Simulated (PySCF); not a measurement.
## Atomic charges against the basis set

C4H7ClO.
Cartesian coordinates in Å at the PBE0-D3(BJ)/def2-SVP level; atoms count from 1:
```
atom  x, y, z in Å
C1     2.171   -0.268    0.216
C2     1.631    0.648   -0.582
Cl3    2.598    1.666   -1.607
C4     0.167    0.931   -0.719
O5    -0.561    0.102    0.123
C6    -1.939    0.298    0.041
H7     1.507   -0.875    0.833
H8     3.250   -0.420    0.263
H9    -0.009    2.005   -0.492
H10   -0.122    0.791   -1.783
H11   -2.325    0.105   -0.980
H12   -2.419   -0.404    0.735
H13   -2.228    1.329    0.325
```

PBE0 throughout (PySCF), one geometry, spherical d and f functions. The structure is a single PBE0-D3(BJ)/def2-SVP conformer in the gas phase; no vibrational or solvent corrections. The first 7 of 10 kinds of atom are listed.

Mulliken charges (e):

| basis | functions | C1 | C2 | Cl3 | C4 | O5 | C6 | H7 |
| --- | --- | --- | --- | --- | --- | --- | --- | --- |
| STO-3G | 41 | -0.166 | +0.021 | -0.115 | -0.037 | -0.211 | -0.127 | +0.112 |
| 6-31G | 72 | -0.297 | -0.274 | +0.106 | -0.032 | -0.530 | -0.228 | +0.211 |
| 6-31G* | 102 | -0.378 | -0.090 | -0.004 | -0.056 | -0.471 | -0.261 | +0.212 |
| def2-SVP | 123 | -0.012 | -0.181 | -0.110 | +0.282 | -0.405 | +0.119 | +0.067 |
| 6-311+G(2d,p) | 212 | -0.815 | +0.654 | +0.052 | -0.414 | -0.317 | -0.192 | +0.159 |
| def2-TZVP | 234 | -0.308 | +0.082 | -0.118 | -0.049 | -0.265 | -0.223 | +0.156 |

IAO charges (e):

```json
{"basis": "STO-3G", "functions": "41", "C1": "-0.267", "C2": "-0.049", "Cl3": "-0.026", "C4": "-0.134", "O5": "-0.215", "C6": "-0.259", "H7": "+0.157"}
{"basis": "6-31G", "functions": "72", "C1": "-0.323", "C2": "-0.002", "Cl3": "-0.058", "C4": "-0.085", "O5": "-0.355", "C6": "-0.237", "H7": "+0.186"}
{"basis": "6-31G*", "functions": "102", "C1": "-0.320", "C2": "-0.002", "Cl3": "-0.051", "C4": "-0.051", "O5": "-0.370", "C6": "-0.196", "H7": "+0.175"}
{"basis": "def2-SVP", "functions": "123", "C1": "-0.324", "C2": "+0.004", "Cl3": "-0.043", "C4": "-0.048", "O5": "-0.368", "C6": "-0.186", "H7": "+0.171"}
{"basis": "6-311+G(2d,p)", "functions": "212", "C1": "-0.342", "C2": "+0.003", "Cl3": "-0.046", "C4": "-0.055", "O5": "-0.384", "C6": "-0.204", "H7": "+0.180"}
{"basis": "def2-TZVP", "functions": "234", "C1": "-0.342", "C2": "+0.003", "Cl3": "-0.043", "C4": "-0.052", "O5": "-0.383", "C6": "-0.201", "H7": "+0.179"}
```

Task: Which scheme is steadiest as the basis changes?

Result: Largest range over the bases for any column: IAO 0.17 e, Mulliken 0.93 e. IAO charges move least and Mulliken charges most, counted in e. Without the minimal STO-3G basis the ranges are IAO 0.05, Mulliken 0.93 e.

Task: How much do the charges still move between the two largest bases, 6-311+G(2d,p) and def2-TZVP?

Result: At most, over all atoms: Mulliken 0.571 e, IAO 0.003 e.

Task: What do the same runs give for the total energy, the frontier levels and the dipole moment?

Result: 
```csv
basis,energy (Eh),HOMO (eV),LUMO (eV),μ (D)
STO-3G,-683.6958,-4.60,2.98,1.92
6-31G,-691.4856,-7.16,0.46,2.18
6-31G*,-691.5717,-7.11,0.44,1.89
def2-SVP,-691.2831,-7.17,0.27,1.80
"6-311+G(2d,p)",-691.6789,-7.31,-0.16,1.83
def2-TZVP,-691.6999,-7.29,0.00,1.79
```

The dipole is fixed by the density alone, so its range of 0.39 D shows that the density itself changes with the basis, not only its division among atoms.
